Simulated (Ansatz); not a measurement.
# Si2H5F: one species, many methods

One table from this session's results is given with a row withheld; the runs are named, their logs left out.

Method: functionals in def2-TZVPP, the program's frozen cores in correlated methods; program: Ansatz 0.2.0, Gaussian basis.

Plan: LDA (SPW92), PBE-D4, revPBE-D4, BLYP-D4, r2SCAN-D4, B97M-V, PBE0-D4, B3LYP-D4, r2SCANh-D4, r2SCAN0-D4, HSE06-D4, BHLYP-D4, CAM-B3LYP-D4, LC-ωPBE, ωB97X-V, ωB97M-V, B2PLYP, PBE-QIDH; CCSD(T)/def2-SVP; CCSD(T)/def2-TZVPP; MP2/def2-QZVPP; extrapolation to the limit; RPA on PBE.

## The relaxed structure

All runs share one geometry, relaxed beforehand with PBE0-D4 in a triple-zeta def2 set.

SMILES `F[SiH2][SiH3]`, 8 atoms, charge 0, spin multiplicity 1.

Atoms are counted from 1 here; the program's logs count them from 0.

Bond lengths: F1–Si2 1.607 Å, Si2–Si3 2.343 Å, Si2–H4 1.486 Å, Si2–H5 1.486 Å, Si3–H6 1.487 Å, Si3–H7 1.489 Å, Si3–H8 1.487 Å. Angles: F1–Si2–Si3 109.8°, F1–Si2–H4 107.7°, F1–Si2–H5 107.7°, Si3–Si2–H4 111.3°, Si3–Si2–H5 111.3°, H4–Si2–H5 108.9°, Si2–Si3–H6 110.7°, Si2–Si3–H7 108.2°, Si2–Si3–H8 110.7°, H6–Si3–H7 109.0°, H6–Si3–H8 109.2°, H7–Si3–H8 109.0°.

The first run:

in.yaml

```yaml
crystal:
  periodic: [false, false, false]
  atoms:
    - {symbol: F, position_ang: [-2.015237, 0.986107, -0.226792]}
    - {symbol: Si, position_ang: [-0.575369, 0.581086, -0.813616]}
    - {symbol: Si, position_ang: [0.633501, -0.611215, 0.800387]}
    - {symbol: H, position_ang: [-0.798703, -0.237500, -2.033879]}
    - {symbol: H, position_ang: [0.125732, 1.834679, -1.195665]}
    - {symbol: H, position_ang: [0.849454, 0.218230, 2.015105]}
    - {symbol: H, position_ang: [1.955689, -0.971083, 0.218920]}
    - {symbol: H, position_ang: [-0.082866, -1.857404, 1.179841]}
basis:
  gaussian: {orbitals: def2-TZVPP}
hamiltonian: {xc: lda}
output: {orbitals: {seedname: orbitals}}
```

Among the steps run: LDA; PBE-D4 (GGA); revPBE-D4 (GGA); BLYP-D4 (GGA); r2SCAN-D4 (meta-GGA); B97M-V (meta-GGA); PBE0-D4 (hybrid); B3LYP-D4 (hybrid); r2SCANh-D4 (hybrid); r2SCAN0-D4 (hybrid); HSE06-D4 (hybrid); BHLYP-D4 (hybrid); CAM-B3LYP-D4 (range-separated); LC-ωPBE-D4 (range-separated; the results give it without D4); ωB97X-V (range-separated); ωB97M-V (range-separated); B2PLYP (double hybrid); PBE-QIDH (double hybrid).

One table of the session follows, with a row left open; its other results are not shown here.

It belongs to the step «Orbital energies across the functionals». 

```
  functional  HOMO (eV)  gap (eV)
 LDA (SPW92)      -7.28      5.54
      PBE-D4      -7.21      5.68
   revPBE-D4      -7.17      5.75
     BLYP-D4      -7.09      5.74
   r2SCAN-D4          ?         ?
      B97M-V      -7.62      6.18
     PBE0-D4      -8.41      7.75
    B3LYP-D4      -8.21      7.38
  r2SCANh-D4      -7.93      7.03
  r2SCAN0-D4      -8.59      8.12
    HSE06-D4      -8.01      6.98
    BHLYP-D4      -9.52      9.80
CAM-B3LYP-D4      -9.72     10.13
     LC-ωPBE     -11.03     12.58
     ωB97X-V     -10.70     12.13
     ωB97M-V     -10.46     11.59
```

Estimate the missing values for r2SCAN-D4.

Worked estimate for «HOMO (eV)». Against the share of exact exchange, r2SCANh-D4 (0.1, -7.93), r2SCAN0-D4 (0.25, -8.59) give a slope of -4.40 per unit share; at 0 the line stands at -7.49.

**Answer.** HOMO (eV): -7.49; gap (eV): 6.29. In «HOMO (eV)» the line misses by 0.00.
